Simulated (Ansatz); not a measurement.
Scan of AsH$_{3}$⁺, doublet

Starting geometry (PBE0/def2-TZVP stationary point for this spin, not checked as a minimum):

```xyz
4

As    0.0001    0.0000   -0.0162
H     1.4362    0.0138    0.4059
H    -0.7317    1.2385    0.3977
H    -0.7085   -1.2513    0.3998
```

From there H3 moves along the line of the two atoms named below, all else staying in place; atoms are numbered as listed. Energies are in kJ/mol, counted from the starting geometry at the same level.

Basis cc-pVDZ; Ansatz 0.2.0. Correlated methods freeze the noble-gas cores and the filled d shells of p-block atoms. Prefix R: restricted or restricted open-shell reference; prefix U: unrestricted. Active spaces: valence = (7e, 7o) chosen from the atoms' valence shells. No spin–orbit coupling is included, and no scalar relativity.

Unrestricted rows (U) aren't spin-pure: their determinants' ⟨S²⟩ exceeds S(S+1) by up to 0.54, so they mix in states of higher spin. Runs in a small pair space aren't shown, since their orbitals change along the scan.

Full CI is exact within this basis and frozen core; it isn't the basis-set limit. The frozen core follows each run's orbitals, which can shift R against U totals by a few meV for light atoms and by up to 0.1 eV past Ca.

| distance As1-H3 (Å) | full CI | unpaired electrons (full CI) | error RHF | error RMP2 | error BCCD(T) | error UCCSDT | error UCCSDT(Q) | error MRCISD+Q (valence space) |
| --- | --- | --- | --- | --- | --- | --- | --- | --- |
| 1.226 | 116.1 | 1.03 | -5.7 | -2.8 | -0.2 | -0.1 | 0.0 | -0.2 |
| 1.340 | 32.6 | 1.03 | -3.9 | -1.9 | -0.1 | 0.0 | 0.0 | -0.1 |
| 1.497 | 0.0 | 1.03 | 0.0 | 0.0 | 0.0 | 0.0 | 0.0 | 0.0 |
| 1.678 | 23.9 | 1.04 | 6.8 | 3.3 | 0.2 | 0.1 | 0.0 | 0.1 |
| 1.806 | 58.9 | 1.05 | 13.2 | 6.5 | 0.5 | 0.1 | 0.0 | 0.2 |
| 2.024 | 128.1 | 1.09 | 27.6 | 14.0 | 1.0 | 0.3 | 0.1 | 0.3 |
| 2.343 | 219.7 | 1.20 | 57.5 | 29.8 | 2.0 | 0.8 | 0.4 | 0.6 |
| 2.767 | 293.8 | 1.37 | 1.0 | 24.0 | 4.6 | 0.8 | 0.4 | 0.2 |
| 3.246 | 315.0 | 1.10 | -22.0 | 4.5 | 0.5 | 0.8 | 0.6 | 0.9 |
| 4.068 | 317.2 | 1.07 | -24.5 | 3.1 | 0.0 | 0.9 | 0.8 | -0.2 |
| 5.137 | 317.6 | 1.07 | -24.7 | 3.1 | 0.0 | 0.9 | 0.8 | -0.2 |

Unpaired electrons are Σ n²(2−n)² over natural occupations. Errors are those of relative energies. In total energy the starting point itself misses full CI by: RHF 333.2, RMP2 74.8, BCCD(T) 1.7, UCCSDT -0.2, UCCSDT(Q) -0.4, MRCISD+Q (valence space) 0.5 kJ/mol.

Spread of the error over the points with a reference, to 5.137 Å (largest less smallest): UCCSDT(Q) 0.8, UCCSDT 1.0, MRCISD+Q (valence space) 1.1, BCCD(T) 4.8, RMP2 32.6, RHF 82.2 kJ/mol.

Going outwards, the relative energy of RHF first misses by more than 4.2 kJ/mol (1 kcal/mol) at 1.678 Å.

Going outwards, the relative energy of RMP2 first misses by more than 4.2 kJ/mol (1 kcal/mol) at 1.806 Å.

MRCISD+Q (valence space) stays parallel to the reference within 1.1 kJ/mol over the points shown.
